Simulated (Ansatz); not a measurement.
Debugging a single point from an input written key by key of C5H6Cl (charge +1), SMILES C#C[C+](C)CCl (the Ansatz DFT code, driven from Python).

Script `run_deck.py`:
```python
import ansatz
import numpy as np

deck = {
    "crystal": {
        "periodic": [False, False, False],
        "atoms": [
            {"symbol": "C", "position_ang": [2.3608, 0.4676, 1.015]},
            {"symbol": "C", "position_ang": [1.2785, 0.2318, 0.5534]},
            {"symbol": "C", "position_ang": [-0.0058, -0.0461, 0.0059]},
            {"symbol": "C", "position_ang": [-1.1782, -0.3106, 0.8965]},
            {"symbol": "C", "position_ang": [-0.2142, -0.1045, -1.4736]},
            {"symbol": "Cl", "position_ang": [-0.9856, 1.388, -2.0511]},
            {"symbol": "H", "position_ang": [3.3201, 0.6812, 1.4262]},
            {"symbol": "H", "position_ang": [-0.8925, -0.2931, 1.9535]},
            {"symbol": "H", "position_ang": [-1.6052, -1.2955, 0.6822]},
            {"symbol": "H", "position_ang": [-1.9554, 0.4451, 0.7478]},
            {"symbol": "H", "position_ang": [-0.8561, -0.9477, -1.7465]},
            {"symbol": "H", "position_ang": [0.7335, -0.2162, -2.0094]},
        ],
    },
    "total_charge": 1,
    "basis": {"gaussian": {"orbitals": "def2-SVP"}},
    "hamiltonian": {"xc": "b3lyp"},
    "output": {"forces": "yes please"},
}
session = ansatz.Session.from_dict(deck)
report = session.plan(threads=1).execute().report

print("reference energy %16.6f eV" % report["reference_energy_ev"])
print("total energy     %16.6f eV" % report["free_energy_ev"])
print("occupied orbitals outside the frozen core (up, down):", report["n_occupied"], " frozen:", report["n_frozen"], " virtual:", report["n_virtual"])
symbols = ["C", "C", "C", "C", "C", "Cl", "H", "H", "H", "H", "H", "H"]

print("forces (eV/A)")
for symbol, f in zip(symbols, report["forces_ev_ang"]):
    print(f"  {symbol:2s} {f[0]:9.4f} {f[1]:9.4f} {f[2]:9.4f}")
charges = report["charge_distribution"]
dipole = np.array(charges["dipole_moment_e_ang"]) * 4.803205
print("dipole (D): {:.3f} {:.3f} {:.3f}, length {:.3f}".format(*dipole, np.linalg.norm(dipole)))
print("atom  Mulliken   Lowdin")
for symbol, m, l in zip(symbols, charges["mulliken_charges_e"], charges["lowdin_charges_e"]):
    print(f"{symbol:4s} {m:9.3f} {l:8.3f}")
```

Running `python run_deck.py` prints:
```text
Traceback (most recent call last):
  File "run_deck.py", line 27, in <module>
    session = ansatz.Session.from_dict(deck)
ansatz.RefusalError: output.forces: invalid boolean (true or false expected); given the str 'yes please'
```

Find the fault and give the corrected script.

The fault: word for flag. The correction:

```diff
--- before
+++ after
@@ -24,3 +24,3 @@
     "hamiltonian": {"xc": "b3lyp"},
-    "output": {"forces": "yes please"},
+    "output": {"forces": True},
 }
```

The mended script runs so:

`python run_deck.py` gives:
```text
reference energy    -17787.403580 eV
total energy        -17787.403580 eV
occupied orbitals outside the frozen core (up, down): [26, 26]  frozen: 0  virtual: [92, 92]
forces (eV/A)
  C     1.7377    0.3834    0.7416
  C    -3.9481   -0.7481   -1.7860
  C     0.3118    0.2035    0.8808
  C     1.2970    0.2304    0.5432
  C     0.7895   -0.5149   -0.4034
  Cl   -0.1881    0.4472    0.2681
  H     0.6139    0.1218    0.2622
  H     0.0376    0.0572    0.1006
  H    -0.2359   -0.2722   -0.3724
  H    -0.3407    0.2162   -0.3514
  H    -0.2260   -0.1620    0.1292
  H     0.1512    0.0376   -0.0126
dipole (D): 2.585 -2.395 3.563, length 5.012
atom  Mulliken   Lowdin
C       -0.159    0.268
C        0.409   -0.055
C       -0.098    0.145
C        0.080    0.103
C        0.094   -0.053
Cl      -0.004    0.309
H        0.110    0.067
H        0.090    0.037
H        0.116    0.067
H        0.126    0.068
H        0.121    0.027
H        0.115    0.017
```

Total energies depend on the basis set; only differences at equal settings carry meaning. The geometry is a force-field or estimated start, not a minimum of this method, and the basis set is short of its limit. The Löwdin charges here are taken after orthogonalising the functions within each atom; they differ from plain Löwdin charges, and their signs can be unphysical. An ion's dipole depends on the origin; the program takes it about the centre of nuclear charge. b3lyp holds the VWN-RPA fit, as in Gaussian; the form of ORCA and Turbomole is b3lyp5. The whole script took 6.2 s on 1 thread of Arm Neoverse V1, on a shared host, peak memory 0.3 GiB.
